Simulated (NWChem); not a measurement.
## Correlation energy of sulfur dioxide (O₂S)

```
S
O 1 1.4543
O 1 1.4543 2 118.58
```
Charge 0, spin multiplicity 1.

The numbers come from NWChem runs, not from measurements. All single points use one geometry, from PBE0/def2-SVP, a minimum by its harmonic frequencies.

Basis set: def2-TZVP. Each correlation energy counts from its own Hartree-Fock reference.

The correlated methods keep 7 core orbitals frozen. Coupled-cluster values serve here as a point of comparison, not as the truth.

Problem. One of these methods gave a correlation energy of -658.2 mHa. Which?
A. CR-CCSD(T)
B. CR-CCSD[T]
C. SCS-MP2
D. MP2

Solution. D, MP2. The others give -637.2 (SCS-MP2), -678.2 (CR-CCSD[T]), -676.1 (CR-CCSD(T)).
